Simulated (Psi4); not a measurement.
# OF (Oxygen monofluoride): UBP86/def2-TZVP (sweep point 4)

Aim: the vertical electron affinity of OF (Oxygen monofluoride) at UBP86/def2-TZVP (sweep point 4), from 2 runs. Input form: a Python script.

Program for the calculation: Psi4 1.11.

4 further runs of the same task are left out: 4 set aside as unsound or not needed.

## (1) Starting point

OF has 2 atoms, charge 0, and is taken as a doublet. SMILES: `[O]F`. The coordinates come from a GFN2-xTB relaxation.

Bond lengths: O1–F2 1.298 Å.

## (2) A single-point energy at UBP86/def2-TZVP (sweep point 4)

fo.py reads:

```python
import psi4

psi4.set_memory('1600 MB')
psi4.set_num_threads(1)
psi4.core.set_output_file('output.dat', False)

m = psi4.geometry("""
0 2
O      0.000000     0.000000     0.000000
F      0.000000     0.000000     1.298450
symmetry c1
""")

psi4.set_options({
    'basis': 'def2-TZVP',
    'reference': 'uks',
    'puream': True,
    'scf_type': 'pk',
    'dft_radial_points': 50,
    'dft_spherical_points': 194,
    'maxiter': 150,
})

result, w = psi4.energy("bp86", molecule=m, return_wfn=True)
print('E =', round(result, 9))
```

Launch:

```sh
$ python fo.py
```

output.dat, cut to the lines that bear on the results:

```text
[...]
  Running in c1 symmetry.
[...]
  Nuclear repulsion =   29.343262480834841
[...]
  Multiplicity = 2
[...]
  Nalpha       = 9
  Nbeta        = 8
[...]
    Number of basis functions: 62
[...]
   @UKS iter   1:  -174.90765880066098   -1.66546e-01   6.10161e-03 DIIS/ADIIS
[...]
   @UKS iter   8:  -174.95815273321213   -1.24973e-07   8.17656e-07 DIIS
[...]
   @S^2 Observed:                7.517993555E-01
[...]
    Orbital Energies [Eh]
    ---------------------
    Alpha Occupied:
       1A    -24.394043     2A    -18.914305     3A     -1.264458
       4A     -0.860857     5A     -0.535694     6A     -0.514904
       7A     -0.481464     8A     -0.321462     9A     -0.268168
    Alpha Virtual:
      10A     -0.046843    11A      0.298134    12A      0.356759
      13A      0.360484    14A      0.380655    15A      0.479736
      16A      0.523432    17A      0.533986    18A      0.846558
      19A      1.273503    20A      1.290964    21A      1.291057
      22A      1.303746    23A      1.795222    24A      1.859291
      25A      1.859594    26A      2.165680    27A      2.199923
[...]
  @UKS Final Energy:  -174.95815273321213
   => Energetics <=
    Nuclear Repulsion Energy =             29.3432624808348415
    One-Electron Energy =                -300.4402461344863013
    Two-Electron Energy =                 115.0511339372574326
    DFT Exchange-Correlation Energy =     -18.9123030168180755
    Empirical Dispersion Energy =           0.0000000000000000
    VV10 Nonlocal Energy =                  0.0000000000000000
    Total Energy =                       -174.9581527332121311
[...]
 Multipole Moments:
 ------------------------------------------------------------------------------------
     Multipole            Electronic (a.u.)      Nuclear  (a.u.)        Total (a.u.)
 ------------------------------------------------------------------------------------
 L = 1.  Multiply by 2.5417464519 to convert [e a0] to [Debye]
 Dipole X            :         -0.0000000            0.0000000           -0.0000000
 Dipole Y            :          0.0000000            0.0000000            0.0000000
 Dipole Z            :          0.6989553           -0.5632697            0.1356856
 Magnitude           :                                                    0.1356856
[...]
```

Standard output:

```text
E = -174.958152733
```

Wall time 1.9 s (1 thread of Intel Xeon Platinum 8488C (Sapphire Rapids), shared host); peak memory 0.26 GiB.

## (3) The singlet anion, same level

run.py reads:

```python
import psi4

psi4.set_memory(1600000000)
psi4.set_num_threads(1)
psi4.set_output_file('psi4.out', False)

mol = psi4.geometry("""
-1 1
O      0.000000     0.000000     0.000000
F      0.000000     0.000000     1.298450
symmetry c1
""")

psi4.set_options(dict(puream=True, scf_type='pk', dft_radial_points=50, dft_spherical_points=194))

energy_value = psi4.energy('bp86/def2-TZVP')
print(f'bp86/def2-TZVP energy: {energy_value:.10f} Eh')
for k, v in sorted(psi4.core.scalar_variables().items()):
    print(f'{k:45s} {v:18.10f}')
```

Launch:

```sh
$ python run.py
```

psi4.out, cut to the lines that bear on the results:

```text
[...]
  Running in c1 symmetry.
[...]
  Nuclear repulsion =   29.343262480834841
[...]
  Multiplicity = 1
[...]
  Nalpha       = 9
  Nbeta        = 9
[...]
    Number of basis functions: 62
[...]
   @RKS iter   1:  -174.79934601959144   -5.82331e-02   1.17693e-02 ADIIS/DIIS
[...]
   @RKS iter   8:  -174.99980311313203   -1.74594e-08   2.71390e-07 DIIS
[...]
    Orbital Energies [Eh]
    ---------------------
    Doubly Occupied:
       1A    -23.979452     2A    -18.417886     3A     -0.854796
       4A     -0.428939     5A     -0.124571     6A     -0.099545
       7A     -0.099545     8A      0.146717     9A      0.146717
[...]
  @RKS Final Energy:  -174.99980311313203
   => Energetics <=
    Nuclear Repulsion Energy =             29.3432624808348415
    One-Electron Energy =                -307.4621913747788540
    Two-Electron Energy =                 122.4105583982638734
    DFT Exchange-Correlation Energy =     -19.2914326174518820
    Empirical Dispersion Energy =           0.0000000000000000
    VV10 Nonlocal Energy =                  0.0000000000000000
    Total Energy =                       -174.9998031131320317
[...]
 Multipole Moments:
 ------------------------------------------------------------------------------------
     Multipole            Electronic (a.u.)      Nuclear  (a.u.)        Total (a.u.)
 ------------------------------------------------------------------------------------
 L = 1.  Multiply by 2.5417464519 to convert [e a0] to [Debye]
 Dipole X            :          0.0000000            0.0000000            0.0000000
 Dipole Y            :          0.0000000            0.0000000            0.0000000
 Dipole Z            :          1.3906467           -0.5632697            0.8273769
 Magnitude           :                                                    0.8273769
[...]
```

The script printed:

```text
bp86/def2-TZVP energy: -174.9998031131 Eh
CURRENT ENERGY                                   -174.9998031131
CURRENT REFERENCE ENERGY                         -174.9998031131
DD SOLVATION ENERGY                                 0.0000000000
DFT FUNCTIONAL TOTAL ENERGY                      -174.9998031131
DFT TOTAL ENERGY                                 -174.9998031131
DFT VV10 ENERGY                                     0.0000000000
DFT XC ENERGY                                     -19.2914326175
GRID ELECTRONS ALPHA                                8.9999925042
GRID ELECTRONS BETA                                 8.9999925042
GRID ELECTRONS TOTAL                               17.9999850084
NUCLEAR REPULSION ENERGY                           29.3432624808
ONE-ELECTRON ENERGY                              -307.4621913748
PCM POLARIZATION ENERGY                             0.0000000000
PE ENERGY                                           0.0000000000
SCF ITERATION ENERGY                             -174.9998031131
SCF ITERATIONS                                      8.0000000000
SCF TOTAL ENERGY                                 -174.9998031131
TWO-ELECTRON ENERGY                               122.4105583983
XC GRID RADIAL POINTS                              50.0000000000
XC GRID SPHERICAL POINTS                          194.0000000000
XC GRID TOTAL POINTS                            18859.0000000000
```

Wall time 1.7 s (1 thread of Intel Xeon Platinum 8488C (Sapphire Rapids), shared host); peak memory 0.26 GiB.

## (4) What came out

Level: UBP86/def2-TZVP (sweep point 4).

```
                                                            quantity          value
                                            doublet OF: total energy  -174.95815 Eh
                                           doublet OF: dipole moment         0.34 D
                      doublet OF: HOMO energy (highest over α and β)       -6.87 eV
                       doublet OF: LUMO energy (lowest over α and β)       -6.29 eV
                                                    doublet OF: ⟨S²⟩          0.752
                                         singlet anion: total energy  -174.99980 Eh
                                          singlet anion: HOMO energy        3.99 eV
                                          singlet anion: LUMO energy        9.69 eV
singlet anion: HOMO–LUMO gap (to an unbound level, set by the basis)        5.70 eV
                   vertical electron affinity (to the singlet anion)       1.133 eV
```

What this shows: At fixed nuclei the extra electron is bound by 1.13 eV (109 kJ/mol). The basis has no diffuse functions, so the error can be as large as this value. The HOMO (singlet anion) lies at positive energy, 3.99 eV, as semi-local functionals often give for anions; only total energies tell whether the electron is bound.
